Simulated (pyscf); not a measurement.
HO–BH–Cl + F–Cl → HO–B(Cl)–Cl + HF, a four-centre exchange (singlet surface; B–H, Cl–F broken, B–Cl, F–H formed). Optimised with ωB97X-D3(BJ)/def2-SVP in PySCF. Correlated levels are frozen-core, on RHF or UHF. ΔMP2 is the change of the MP2 total energy from the triple- to the quadruple-zeta basis. Energies in kJ/mol from the separated reactants.

AM1 to PM7: differences of heats of formation from MOPAC, which are fitted to 298 K values and so differ in kind from electronic energies by zero-point and thermal terms. 

**Question.** Quick AM1 single points give ΔE‡ = 329.8 kJ/mol and ΔE = -369.1 kJ/mol. What does CCSD(T)/def2-TZVPP + ΔMP2(QZVPP) give, and how far is the quick result from it?

**Answer.** CCSD(T)/def2-TZVPP + ΔMP2(QZVPP) gives ΔE‡ = 220.5 kJ/mol and ΔE = -375.8 kJ/mol. AM1 lies 109.3 kJ/mol over it in the barrier and 6.8 kJ/mol over it in the reaction energy, so on this step it does not hold to within 12.6 kJ/mol. CCSD(T)/def2-TZVPP + ΔMP2(QZVPP) has limits of its own. This is the saddle that the search found; another between the same sides may lie lower. One closed-shell reference is unstable to symmetry breaking; treat the single-reference values with care. The CCSD(T) − MP2 part came from Ansatz, without density fitting, on the same reference.
